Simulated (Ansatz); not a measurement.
C3H4O2S: which of these isomers lies lowest?

2 of its isomers, all singlets with charge 0: A = `C#CS(C)(=O)=O`; B = thiete sulfone `O=S1(=O)C=CC1`.

Shapes, held fixed at every level: PBE0-D4/def2-TZVP. Programs: Ansatz 0.2.0.

Electronic energies in kJ/mol, without zero-point or thermal terms.

| level | kind | B − A |
| --- | --- | --- |
| PBE-D4/def2-TZVPP | GGA | -101.7 |
| B3LYP-D4/def2-TZVPP | global hybrid | -81.9 |
| r2SCAN0-D4/def2-TZVPP | global hybrid | -99.3 |
| B2PLYP/def2-TZVPP | double hybrid | -77.1 |
| MP2/def2-SVP | perturbation theory | -77.6 |
| CCSD/def2-SVP | coupled cluster or CI | -81.8 |
| CCSD(T)/CBS estimate | coupled cluster or CI | -84.8 |

The highest level, CCSD(T)/CBS estimate, puts B lowest of these. All levels agree on that. The B − A difference spans -101.7 to -77.1 kJ/mol over the levels. The CBS estimate extrapolates MP2 from def2-TZVPP and def2-QZVPP and adds CCSD(T) − MP2 in the triple-zeta set, cores frozen.
